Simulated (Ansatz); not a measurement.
The first iterations of a band of C$_{4}$H$_{10}$FN (16 atoms, charge 0, multiplicity 1).

Theory: RKS PBE0/def2-SVP in Ansatz.

| Item | Value |
| --- | --- |
| movable images | 5 |
| climbing image | yes |
| spring | 5.0 eV/Å² |
| optimiser | quadratic models (default) |
| start path | through a guess of the saddle point |
| force threshold | 0.03 eV/Å |
| iteration limit | 60 |
| end points | relaxed |

Initial state:

```xyz
16
Properties=species:S:1:pos:R:3
C -0.591 -0.356 -1.411
C 0.066 0.386 -0.256
C 0.370 -0.537 0.925
N 1.305 -1.581 0.549
C -0.785 1.563 0.177
F -0.150 2.307 1.145
H 0.003 -1.245 -1.664
H -0.681 0.277 -2.308
H -1.603 -0.699 -1.136
H 1.029 0.805 -0.606
H 0.702 0.090 1.776
H -0.574 -1.018 1.242
H 1.399 -2.263 1.297
H 2.233 -1.185 0.408
H -1.750 1.213 0.588
H -0.998 2.223 -0.682
```

Final state:

```xyz
16
Properties=species:S:1:pos:R:3
C -0.612 -0.349 -1.404
C 0.039 0.397 -0.247
C 0.425 -0.540 0.898
N 1.403 -1.522 0.467
C -0.861 1.514 0.242
F -0.238 2.267 1.211
H -1.598 -0.749 -1.112
H 0.018 -1.202 -1.692
H -0.757 0.299 -2.282
H 0.967 0.876 -0.613
H 0.748 0.082 1.757
H -0.482 -1.078 1.227
H 1.547 -2.223 1.190
H 2.307 -1.076 0.320
H -1.793 1.101 0.673
H -1.137 2.183 -0.591
```

| iteration | highest image above the first end (eV) | largest band force component (eV/Å) |
| --- | --- | --- |
| 1 | 2.822 | 11.556 |
| 2 | 0.303 | 2.033 |

Does the band converge within its limit, and where does its top end?

The run converged. It ended after 6 iterations with the highest image 0.133 eV above the first end. A vibrational analysis at the climbing image gives one clearly imaginary mode, 229i cm⁻¹: a first-order saddle point.

The run took 3 min on 2 threads of Arm Neoverse V1, on a shared host, peak memory 0.37 GiB.
